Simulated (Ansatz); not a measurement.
The input, for Ansatz 0.2.0:

```yaml
crystal:
  periodic: [false, false, false]
  atoms:
    - {symbol: Al, position_ang: [0.000000, 0.182013, 1.306388]}
    - {symbol: S, position_ang: [0.000000, 0.338637, -1.010374]}
    - {symbol: B, position_ang: [0.000000, -1.234666, -0.224295]}
    - {symbol: H, position_ang: [0.000000, -2.402343, -0.422520]}
basis:
  gaussian: {orbitals: 6-31G, fitting: {mean_field: def2-universal-jkfit}}
total_charge: 1
magnetization: {spin_polarized: true, initial_magnetization: 4}
hamiltonian: {xc: hf}
output: {orbitals: {seedname: orbitals}}
```

```sh
$ ansatz run in.yaml --threads 1 --pin off --events-out ev --progress --plain --max-ram 2393MiB
```

Log:

```
349 factors; integrals over basis functions are off by at most 4.4e-2 eV
mean field evaluation 1: about -18072.0869 eV, gradient 1.2e1 eV
mean field evaluation 2: about -18073.6003 eV, gradient 4.5e0 eV
mean field evaluation 4: about -18073.9018 eV, gradient 7.2e-1 eV
mean field evaluation 8: about -18073.9453 eV, gradient 4.7e-3 eV
mean field evaluation 16: about -18073.9407 eV, gradient 2.0e-1 eV
mean field evaluation 32: about -18072.1780 eV, gradient 6.7e0 eV
mean field -18073.94526935 eV, -664.2052376884 hartree, gradient 2.6e-5 eV, S^2 6.015163; 1 other end points of the search recorded, 0 dependent functions left out
reference -18073.94526935 eV, -664.2052376884 hartree; 19, 15 occupied and 18, 22 virtual orbitals, 349 factors
Total energy: -18073.94526935 eV, -664.2052376884 hartree
```

Ran on 1 thread of Intel Xeon, shared host: 0.51 s wall, 0.19 GiB peak host memory.
